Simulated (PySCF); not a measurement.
Nuclear quadrupole coupling in `C[C@@H](F)CC#N`

C₄H₆FN.
Numbering: `[CH3:1][C@@H:2]([F:3])[CH2:4][C:5]#[N:6]` (hydrogens: H7, H8, H9 on C1; H10 on C2; H11, H12 on C4)

Geometry (GFN2-xTB, Å), atoms numbered from 1 in this order:
```
atom  x, y, z in Å
C1    -1.2077    0.6266   -0.3824
C2    -0.4854   -0.5208    0.3021
F3    -1.0622   -1.7165   -0.0842
C4     1.0038   -0.5858   -0.0655
C5     1.7043    0.5718    0.4248
N6     2.2496    1.4963    0.8165
H7    -1.1270    0.5298   -1.4630
H8    -2.2602    0.6163   -0.1109
H9    -0.7690    1.5713   -0.0730
H10   -0.6078   -0.4691    1.3924
H11    1.1129   -0.6360   -1.1531
H12    1.4499   -1.4847    0.3703
```

Field gradients from the PBE0/pcSseg-1 density (PySCF, non-relativistic), principal values in atomic units, ordered |Vxx| ≤ |Vyy| ≤ |Vzz|:

| atom | Vxx | Vyy | Vzz |
| --- | --- | --- | --- |
| N6 | 0.4639 | 0.5164 | -0.9802 |

Q: Find the asymmetry η = (Vxx − Vyy)/Vzz and the couplings χ = eQV/h (234.96 MHz × Q in barn × V in au), with Q(14N) = 0.02044 b.

A: 
```
atom       environment  nucleus     η  χzz (MHz)  χxx (MHz)  χyy (MHz)
  N6  nitrile nitrogen      14N  0.05     -4.708      2.228      2.480
```

The tensor is traceless: Vxx + Vyy + Vzz = 0.

Q: What is Vzz at N6 in SI units (1 au = 9.71736 × 10²¹ V/m²)?

A: -0.9802 au = -9.525 × 10²¹ V/m².

Q: And the gradient at the other heavy atoms, for which no coupling is worked out here?

A: 
```csv
atom,environment,Vzz (au),η
C1,methyl carbon,0.085,0.09
C2,sp3 C–F carbon,0.514,0.32
F3,alkyl fluorine,3.042,0.03
C4,sp3 carbon next to a nitrile,0.168,0.43
C5,nitrile carbon,-0.391,0.02
```

Were the hydrogens deuterons (Q(2H) = 0.00286 b), χzz would run from 186 kHz (H10) to 211 kHz (H8).

The structure is a single GFN2-xTB conformer in the gas phase; no vibrational or solvent corrections. GFN2-xTB bond lengths can be off by several hundredths of an ångström, more for odd bonds, and the gradients follow them. With a basis this small, the couplings can be 20 % off.

The run behind these numbers computed NMR shieldings as well. Time: 12 s wall; peak memory 0.61 GiB. Hardware: one thread, Arm Neoverse V1 (aarch64), shared host with 32 logical CPUs at a one-minute load of 21.
